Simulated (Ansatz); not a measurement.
**hcp Cd**

Method: r²SCAN (plane waves, PAW; Ansatz, a quantum-chemistry and plane-wave program).

Numerical settings: plane-wave cutoff 500 eV, 4×4×3 k mesh (along the axes of the cell as run), Fermi–Dirac smearing 0.1 eV, cell of 96 sites, scalar-relativistic PAW data made under PBE.

Cell: relaxed at this level.

For hcp Cd, the vacancy formation energy is 0.45 eV. The vacancy formation energy before relaxation comes out as 0.60 eV.

Note: energies are extrapolated to zero smearing, and mesh and cell size move such values by some hundredths of an eV or more.
